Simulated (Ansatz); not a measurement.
`C#CCOC=O` + H₂ → `COC=O` + `C#C`  (hydrogenolysis of a C–C bond)

Isolated molecules relaxed with PBE0-D4/def2-TZVP in Ansatz; ΔE leaves out vibrations. CCSD(T)/CBS adds triple-zeta CCSD(T) − MP2 to the extrapolated MP2 energy (def2 sets, frozen cores). This one scheme is used for every species. DFT in def2-TZVPP. B3LYP here is the variant with VWN-RPA as its local correlation; programs differ in this. One conformer a species, not always the lowest.

`C#CCOC=O`:

```xyz
10

C     0.359    1.347   -1.903
C     0.401    0.950   -0.773
C     0.461    0.483    0.600
O    -0.756   -0.161    1.003
C    -0.843   -1.464    0.720
O    -0.004   -2.126    0.189
H     0.322    1.691   -2.910
H     1.298   -0.208    0.726
H     0.579    1.324    1.284
H    -1.818   -1.836    1.065
```

H₂:

```xyz
2

H     0.263   -0.241    0.110
H    -0.263    0.241   -0.110
```

`COC=O`:

Z-matrix (Å, degrees):
```
C
O 1 1.427
H 1 1.091 2 110.5
H 1 1.087 2 105.9 3 119.7
H 1 1.091 2 110.5 3 -120.5
C 2 1.330 1 115.2 3 60.3
O 6 1.196 2 125.8 1 0.0
H 6 1.100 2 109.2 1 180.0
```

`C#C`:

```xyz
4

C     0.345    0.162   -0.461
C    -0.345   -0.162    0.461
H     0.960    0.450   -1.282
H    -0.960   -0.450    1.282
```

| level | ΔE (kJ/mol) | difference from CCSD(T)/CBS |
| --- | --- | --- |
| PBE-D4 | -39.1 | 11.0 |
| r2SCAN-D4 | -43.3 | 6.8 |
| PBE0-D4 | -44.4 | 5.7 |
| B3LYP-D4 | -46.5 | 3.6 |
| ωB97X-V | -48.8 | 1.3 |
| ωB97M-V | -49.3 | 0.8 |
| PBE0 | -49.0 | 1.1 |
| B3LYP | -54.6 | -4.5 |
| HF/def2-TZVPP | -69.4 | -19.3 |
| MP2/def2-TZVPP | -44.1 | 6.0 |
| SCS-MP2/def2-TZVPP | -49.2 | 0.9 |
| CCSD(T)/def2-TZVPP | -50.0 | 0.1 |
| HF/def2-QZVPP | -69.7 | -19.6 |
| SCS-MP2/def2-QZVPP | -49.4 | 0.7 |
| HF/CBS(def2) | -69.7 | -19.6 |
| MP2/CBS(def2) | -44.2 | 5.9 |
| CCSD(T)/CBS | -50.1 | 0 |

Largest T1 diagnostic among the species: 0.015.

From PBE to PBE0 (25 % exact exchange), in def2-TZVPP and without D4, ΔE moves by −4.7 kJ/mol. The D4 term adds +8.1 kJ/mol with B3LYP and +4.6 kJ/mol with PBE0; it sums over pairs of atoms, weighted by their polarisabilities, and B3LYP, whose exchange is more repulsive, gets the larger term. In def2-TZVPP, CCSD(T) changes the Hartree–Fock value by +19.4 kJ/mol (the triples alone add +4.7 kJ/mol) and MP2 by +25.3 kJ/mol.
